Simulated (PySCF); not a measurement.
# Potential energy of SiP⁺ along the bond

Set-up: basis Si x2c-SVPall, P x2c-SVPall; spin-free X2C with a Gaussian nucleus; PySCF 2.14. Energies in eV from Si⁺ + P in their ground configurations at the same level. State: ³Σ⁻ (triplet), unpaired electrons π ↑↑.

```csv
R (Å),CAM-B3LYP,TPSS,r²SCAN,UHF
1.925,-1.859,-1.943,-1.882,-0.395
2.014,-2.400,-2.533,-2.455,-0.942
2.104,-2.688,-2.867,-2.774,-1.227
2.171,-2.782,-2.994,-2.890,-1.317
2.238,-2.797,-3.042,-2.927,-1.328
2.305,-2.752,-3.030,-2.904,-1.280
2.395,-2.623,-2.945,-2.804,-1.155
2.507,-2.389,-2.765,-2.606,-0.940
2.641,-2.055,-2.490,-2.309,-0.667
2.820,-1.595,-2.086,-1.880,-0.417
```

Put a parabola through the three lowest points of the CAM-B3LYP curve and estimate Re, k and ωe (reduced mass 14.7 u; 1 eV/Å² = 0.16022 mdyn/Å; ωe = 1302.8·√(k/μ) cm⁻¹).

Through R = 2.171, 2.238, 2.305 Å the second-order coefficient is 6.68 eV/Å², so Re ≈ 2.221 Å, k ≈ 2.14 mdyn/Å and ωe ≈ 497 cm⁻¹. A polynomial fit of higher order to the unrounded CAM-B3LYP energies gives Re = 2.219 Å, k = 2.31 mdyn/Å, ωe = 516 cm⁻¹; anharmonicity and rounding make the difference.

The higher-order fit for each curve: CAM-B3LYP: Re = 2.219 Å, ωe = 516 cm⁻¹, De = 2.80 eV; TPSS: Re = 2.256 Å, ωe = 479 cm⁻¹, De = 3.04 eV; r²SCAN: Re = 2.243 Å, ωe = 492 cm⁻¹, De = 2.93 eV; UHF: Re = 2.215 Å, ωe = 515 cm⁻¹, De = 1.33 eV.

⟨S²⟩ of the unrestricted solution departs from its pure value on part of the curve, where spin states mix. For an ion De counts to the pair picked by the measured ionisation energies or electron affinities, which need not be the lowest pair at this level. The state is the lowest determinant that a PBE0 search found; another state may lie lower at other levels.
